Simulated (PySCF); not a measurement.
## Electron affinity of Al by level of theory

Al⁻ [Ne] 3s2 3p2 (3P) → Al [Ne] 3s2 3p1 (2P), as a difference of total energies. Calculation: PySCF 2.14, in aug-cc-pCVTZ-DK (8s7p5d3f, 75 functions); the spin-free X2C one-electron Hamiltonian (Gaussian nucleus). Correlated levels: valence and next inner shell: 1s2 frozen. The calculations carry no spin-orbit coupling.

| method | electron affinity (eV) | error (eV) |
| --- | --- | --- |
| UHF | 0.011 | -0.422 |
| MP2 (valence and next inner shell) | 0.345 | -0.088 |
| SCS-MP2 (valence and next inner shell) | 0.247 | -0.186 |
| CCSD (valence and next inner shell) | 0.357 | -0.076 |
| CCSD(T) (valence and next inner shell) | 0.405 | -0.028 |

Reference: 0.433 eV (measured; photodetachment measurements, as compiled on the Wikipedia data page of electron affinities).

Errors of the correlated levels include the incompleteness of this basis and the frozen core.
